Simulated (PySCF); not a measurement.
# P2−: a composite coupled-cluster curve

The task here is to estimate one member of a computed series from the others.

Method: CCSD(T) on ROHF, no relativity in the base curves; scalar relativity is added as a correction; program: PySCF 2.14.0.

1 further run of the same task is left out (set aside as unsound or not needed).

Set-up of the first run:

* molecule: P2−
* state: doublet, unpaired electrons π ↑
* smaller basis: P aug-cc-pV(D+d)Z
* larger basis: P aug-cc-pV(T+d)Z
* frozen core orbitals: 10
* extrapolation: correlation as n⁻³ (n = 2, 3), Hartree–Fock as (n+1)·exp(−9√n)
* corrections: core–valence correlation, scalar relativity
* distances (Å): 1.7471, 1.8266, 1.9060, 1.9854, 2.0648, 2.1641, 2.2633
* masses (u): 30.9738, 30.9738
* dissociation limit: P + P−

On the command line:

```console
> OMP_NUM_THREADS=4 python comp.py task.json out
```

Steps of the session up to this table: Coupled cluster at each distance.

One table of the session follows, with a row left open; its other results are not shown here.

```
                   level  Re (Å)  ωe (cm⁻¹)  ωexe (cm⁻¹)  αe (cm⁻¹)  De (eV)
CCSD(T)/aug-cc-pVDZ(-PP)  2.0135      642.2         2.63    0.00148    4.136
CCSD(T)/aug-cc-pVTZ(-PP)  1.9943      655.8         2.52    0.00145    4.572
                  HF/CBS  1.9409      759.7         2.00    0.00117    2.234
                 MP2/CBS       ?          ?            ?          ?        ?
                CCSD/CBS  1.9731      692.2         2.31    0.00135    4.366
             CCSD(T)/CBS  1.9895      660.0         2.50    0.00145    4.727
          CCSD(T)/CBS+CV  1.9842      663.1         2.51    0.00146    4.747
       CCSD(T)/CBS+CV+SR  1.9840      661.7         2.50    0.00146    4.734
```

Q: Estimate the row for MP2/CBS from the others.

**Answer.** Re (Å): 1.9955; ωe (cm⁻¹): 637.4; ωexe (cm⁻¹): 3.11; αe (cm⁻¹): 0.00164; De (eV): 4.998. In the column «Re (Å)» it lies between CCSD(T)/aug-cc-pVTZ(-PP) (1.9943) and CCSD(T)/aug-cc-pVDZ(-PP) (2.0135).

**Reading.** The last step gives Re = 1.9840 Å, ωe = 661.7 cm⁻¹ and De = 4.734 eV; the smaller basis alone is off from it by +29.5 mÅ and -0.60 eV. Near the minimum the mean field binds by 2.20 eV and correlation adds 2.52 eV of binding. T1 is 0.019. Spin–orbit coupling and excitations beyond (T) are left out. An extrapolation from double and triple zeta is rough, so this isn't yet the limit.
